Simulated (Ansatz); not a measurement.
A run of Ansatz (development build ahead of 0.2.0) on singlet C₂H₂ at this shape:

| atom | x (Å) | y (Å) | z (Å) |
| --- | --- | --- | --- |
| C | -0.0140 | -0.0452 | -0.6204 |
| C | -0.0192 | -0.0432 | 0.6205 |
| H | -0.0291 | -0.0316 | -1.6538 |
| H | 0.0289 | 0.0338 | 1.7020 |

Its results:

```json
{
  "Converged": "yes",
  "Reference energy": "-76.78673 hartree",
  "Correlation energy": "-0.18853 hartree",
  "Total energy": "-76.97526 hartree",
  "Spin squared of the determinant": "0.000"
}
```

Question: Which input gives this output? Name the method, the orbitals and the basis set, and write the input.

Answer: RHF-MP2 in 6-31G. An unrestricted run that stays on the closed shell gives the same numbers.

```yaml
crystal:
  periodic: [false, false, false]
  atoms:
    - { symbol: C, position_ang: [-0.01404, -0.0452, -0.62039] }
    - { symbol: C, position_ang: [-0.01922, -0.04322, 0.62047] }
    - { symbol: H, position_ang: [-0.02913, -0.03164, -1.65375] }
    - { symbol: H, position_ang: [0.02894, 0.03383, 1.70201] }
basis:
  gaussian: { orbitals: "6-31G" }
hamiltonian:
  xc: hf
correlation:
  method: mp2
  frozen_orbitals: { C: 1, H: 0 }
```
